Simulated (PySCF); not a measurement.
Rigid-rotor lines calculated for a species of formula C4H5N (commonest isotopes; B3LYP/def2-SVPD in PySCF (dipole) on a GFN2-xTB geometry, gas phase), labelled J(Ka,Kc):

```tsv
transition	MHz
2(1,2) ← 1(1,1)	11965.1
1(0,1) ← 0(0,0)	6359.7
2(1,1) ← 1(1,0)	13473.7
1(1,1) ← 0(0,0)	15026.5
2(0,2) ← 1(0,1)	12672.3
```

Task: Find the rotational constants.

Result: 1(0,1) ← 0(0,0) is B + C, 2(1,1) ← 1(1,0) is 3B + C and 2(1,2) ← 1(1,1) is B + 3C, so B − C is half the difference of the last two, 754.3 MHz. 1(1,1) ← 0(0,0) is A + C. A = 12223.8, B = 3557.0, C = 2802.7 MHz.

Task: What moments of inertia, asymmetry and inertial defect follow?

Result: I = 505379 MHz·u·Å² over each constant: Ia = 41.34, Ib = 142.08, Ic = 180.32 u·Å²; κ = (2B − A − C)/(A − C) = -0.840 (asymmetric top); Δ = Ic − Ia − Ib = -3.11 u·Å².

Task: Which dipole components do these lines need?

Result: μa and μb (a-type: ΔKa even, ΔKc odd; b-type: both odd). The calculation gives |μa| = 3.97 D, |μb| = 1.59 D, |μc| = 0.00 D.

Task: Predict further lines from these constants: 2(1,2) ← 1(0,1); 2(2,0) ← 1(1,1); 2(0,2) ← 1(1,1); 2(2,0) ← 2(1,1); 2(1,1) ← 2(1,2); 2(1,1) ← 2(0,2); 2(2,1) ← 2(1,2); 1(1,0) ← 1(1,1); 1(1,0) ← 1(0,1); 2(2,1) ← 1(1,0).

Result: 
```tsv
transition	MHz	type	branch
1(1,0) ← 1(1,1)	754	a	Q
2(1,1) ← 2(1,2)	2263	a	Q
2(0,2) ← 1(1,1)	4005	b	R
1(1,0) ← 1(0,1)	9421	b	Q
2(1,1) ← 2(0,2)	10223	b	Q
2(1,2) ← 1(0,1)	20632	b	R
2(2,0) ← 2(1,1)	26048	b	Q
2(2,1) ← 2(1,2)	28263	b	Q
2(2,1) ← 1(1,0)	39474	b	R
2(2,0) ← 1(1,1)	40276	b	R
```

Task: Which structure gave them?

Result: `C/C=C\C#N` (c-crotononitrile), point group Cs. Three constants can't fix a structure by themselves; this is the one that was computed:
```
atom  x, y, z in Å
C1    -1.202   -0.403    0.264
C2    -0.187    0.676    0.388
C3     1.049    0.619   -0.109
C4     1.545   -0.491   -0.820
N5     1.964   -1.386   -1.403
H6    -1.515   -0.731    1.255
H7    -0.808   -1.253   -0.287
H8    -2.088   -0.023   -0.245
H9    -0.499    1.563    0.924
H10    1.750    1.435    0.010
```

GFN2-xTB frequencies: not computed here. No vibrational averaging or centrifugal distortion is included, and the geometry carries the error of its method. A rigid rotor knows nothing of internal rotation, which can split or shift real lines. Quadrupole hyperfine structure (14N) is left out.

Hardware: one thread of an x86-64 server, shared host. Cost: 10 s of wall time. This is the B3LYP/def2-SVPD job that gave the dipole, with the excitations it also computed.
